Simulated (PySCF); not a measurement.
# Nonlinear optical response: 2-isopropyloxirane, C5H10O

Geometry:
| atom | x (Å) | y (Å) | z (Å) |
| --- | --- | --- | --- |
| C1 | -0.768 | 1.247 | 0.073 |
| C2 | -0.403 | -0.221 | 0.261 |
| C3 | -1.579 | -1.149 | -0.020 |
| C4 | 0.771 | -0.589 | -0.611 |
| C5 | 2.149 | -0.562 | -0.124 |
| O6 | 1.455 | -1.780 | -0.290 |
| H7 | -1.066 | 1.449 | -0.969 |
| H8 | -1.613 | 1.530 | 0.718 |
| H9 | 0.079 | 1.908 | 0.313 |
| H10 | -0.082 | -0.378 | 1.306 |
| H11 | -1.936 | -1.032 | -1.057 |
| H12 | -1.286 | -2.200 | 0.122 |
| H13 | -2.426 | -0.935 | 0.651 |
| H14 | 0.606 | -0.441 | -1.691 |
| H15 | 2.976 | -0.384 | -0.823 |
| H16 | 2.343 | -0.263 | 0.915 |

Method: PySCF, quadratic response CAM-B3LYP/def2-TZVPD first hyperpolarisability, Taylor convention, gas phase. Geometry: PBE0-D3(BJ)/def2-SVP.

(1) What is the first hyperpolarisability, and how does it disperse?

(2) Which lowest excitations, dipole and polarisabilities go with it?

Answers

(1) In au, Taylor convention; the vector part is βᵢ = ⅓ Σⱼ (βᵢⱼⱼ + βⱼᵢⱼ + βⱼⱼᵢ); β∥ is 3/5 of the vector part along the dipole, the dipole points from − to +:
```
                   process  λ (nm)  β vector norm     β∥  β HRS  depolarisation ratio
           static β(0;0,0)       ∞          104.6  -56.5   40.6                  6.45
second harmonic β(−2ω;ω,ω)    1907          107.7  -58.0   41.8                  6.42
         Pockels β(−ω;ω,0)    1907          105.6  -57.0      –                     –
second harmonic β(−2ω;ω,ω)    1064          114.9  -61.7   44.6                  6.37
         Pockels β(−ω;ω,0)    1064          107.9  -58.2      –                     –
```

(2) S1 7.48 eV (f = 0.010); S2 7.67 eV (f = 0.022); S3 7.80 eV (f = 0.023); dipole 1.89 D; isotropic α 64.8 au static, 64.9 au at 1907 nm, 65.2 au at 1064 nm, 65.3 au at 953.5 nm, 66.6 au at 532 nm.
